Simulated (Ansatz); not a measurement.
Mulliken charges of CH₄Si, SMILES `C[SiH]` from B3LYP/def2-TZVPP in Ansatz (PBE0-D4/def2-TZVP geometry).

```tsv
atom	x (Å)	y (Å)	z (Å)	charge (e)
C1	-0.094	-0.366	-0.370	-0.370
Si2	0.917	0.210	1.122	0.168
H3	-1.157	-0.410	-0.102	0.098
H4	0.215	-1.336	-0.763	0.106
H5	-0.024	0.382	-1.171	0.097
H6	0.142	1.520	1.284	-0.099
```

Problem. By hand: the dipole of these point charges (1 e Å = 4.8032 D).

Solution. Σ q r = (0.082, -0.125, -0.006) e Å, of length 0.150 e Å = 0.72 D.

Problem. How does the dipole of the full density compare? (Estimate.)

Solution. Ansatz gave: (-0.132, -0.040, -0.168) e Å, 1.04 D; the point charges give 0.69 times that, at 99° from its direction.

Point charges leave out the atoms' own dipoles, such as those of lone pairs, and Mulliken's split depends on the basis, so the two needn't agree.

B3LYP here is the variant with VWN-RPA as its local correlation; programs differ in this.
